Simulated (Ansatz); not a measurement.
Ansatz (a first-principles code) input (B3LYP-D3(BJ)/def2-TZVP):

Ansatz 0.2 input:
```yaml
crystal:
  periodic: [false, false, false]
  atoms:
    - {symbol: P, position_ang: [0.03781682, -0.00956112, 0.65467238]}
    - {symbol: H, position_ang: [-0.01633121, 0.99919815, -0.30308271]}
    - {symbol: H, position_ang: [0.00576060, -0.99284158, -0.33033708]}
basis:
  gaussian:
    orbitals: def2-TZVP
hamiltonian:
  xc: b3lyp
  dispersion: d3bj
magnetization: {spin_polarized: true, initial_magnetization: 1}
relax: {f_tol: 0.002, max_steps: 150}
```

End of the output:

```
reference -9320.90732648 eV, -342.5370263102 hartree; 9, 8 occupied and 40, 41 virtual orbitals, 370 factors
relax step   3: F+E_penalty+E_count = -9320.94961626 eV  Δ(F+E_penalty+E_count) = -2.074e-3 eV  max|allowed force component| = 9.545e-2 eV/Å  Δτ_max = 0.0138 Å  (28 SCF iters, accepted)
these checks for a lower state are left out or cut short: starts, cluster_reference, orbital_swaps, neighbouring_geometries, increment
integrals: 0.01 GiB planned
370 factors; their error is unknown
mean field: 0.11 GiB planned
mean field evaluation 32: about -9320.9016 eV, gradient 2.9e-4 eV
mean field -9320.90821992 eV, -342.5370591437 hartree, gradient 1.4e-5 eV, S^2 0.755104; 0 other end points of the search recorded, 0 dependent functions left out
the calculation of the forces begins
reference -9320.90839712 eV, -342.5370656554 hartree; 9, 8 occupied and 40, 41 virtual orbitals, 370 factors
relax step   4: F+E_penalty+E_count = -9320.95066977 eV  Δ(F+E_penalty+E_count) = -1.054e-3 eV  max|allowed force component| = 5.384e-3 eV/Å  Δτ_max = 0.0124 Å  (28 SCF iters, accepted)
these checks for a lower state are left out or cut short: starts, cluster_reference, orbital_swaps, neighbouring_geometries, increment
integrals: 0.01 GiB planned
370 factors; their error is unknown
mean field: 0.11 GiB planned
mean field -9320.90822210 eV, -342.5370592236 hartree, gradient 1.6e-5 eV, S^2 0.755104; 0 other end points of the search recorded, 0 dependent functions left out
the calculation of the forces begins
reference -9320.90839927 eV, -342.5370657347 hartree; 9, 8 occupied and 40, 41 virtual orbitals, 370 factors
relax step   5: F+E_penalty+E_count = -9320.95067289 eV  Δ(F+E_penalty+E_count) = -3.116e-6 eV  max|allowed force component| = 2.144e-4 eV/Å  Δτ_max = 0.0007 Å  (20 SCF iters, accepted)
integrals: 0.01 GiB planned
370 factors; their error is unknown
mean field: 0.11 GiB planned
mean field -9320.90822210 eV, -342.5370592236 hartree, gradient 1.6e-5 eV, S^2 0.755104; 1 other end points of the search recorded, 0 dependent functions left out
the calculation of the forces begins
reference -9320.90839927 eV, -342.5370657347 hartree; 9, 8 occupied and 40, 41 virtual orbitals, 370 factors
Total energy: -9320.95085006 eV, -342.5386257724 hartree
Atom 0 at     0.038370    -0.009762     0.667140 Å, force    -0.000009     0.000006    -0.000209 eV/Å
Atom 1 at    -0.016890     1.024693    -0.308988 Å, force     0.000002     0.000208     0.000109 eV/Å
Atom 2 at     0.005766    -1.018135    -0.336900 Å, force     0.000007    -0.000214     0.000100 eV/Å
Dipole moment:    -0.005274     0.001566    -0.118862 e Å
```
